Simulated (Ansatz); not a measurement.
# doublet NH(+): levels of theory in one basis

```xyz
2

N     0.0000    0.0000   -0.5432
H     0.0000    0.0000    0.5432
```

Basis set: def2-SVP (spherical functions). Correlated methods keep 1 orbital frozen. Correlation on ROHF uses semicanonical orbitals with singles. Charge 1, multiplicity 2.

Computed with Ansatz (development build ahead of 0.2.0); each method stands on the lowest determinant of its kind that the runs found.

```
      method  E − E(ROHF) (eV)  <S²> of the determinant
        ROHF              0.00                     0.75
         UHF             -0.36                     1.25
    ROHF-MP2             -2.46                        –
     UHF-MP2             -2.43                     1.25
ROHF-CCSD(T)             -3.24                        –
 UHF-CCSD(T)             -3.24                     1.25
```

Task: Is a single determinant a sound starting point here?

Result: It is doubtful. Unrestricted orbitals lower Hartree–Fock by 0.36 eV and <S²> is 1.25 where a pure state has 0.75, a sign of strong static correlation.

Caution for UHF, UHF-MP2, UHF-CCSD(T): the unrestricted determinant is spin contaminated. Caution for ROHF-MP2, UHF-MP2: MP2 on this radical cation hangs on the determinant chosen. Caution for UHF-MP2, UHF-CCSD(T): a plain start can end on a higher determinant.
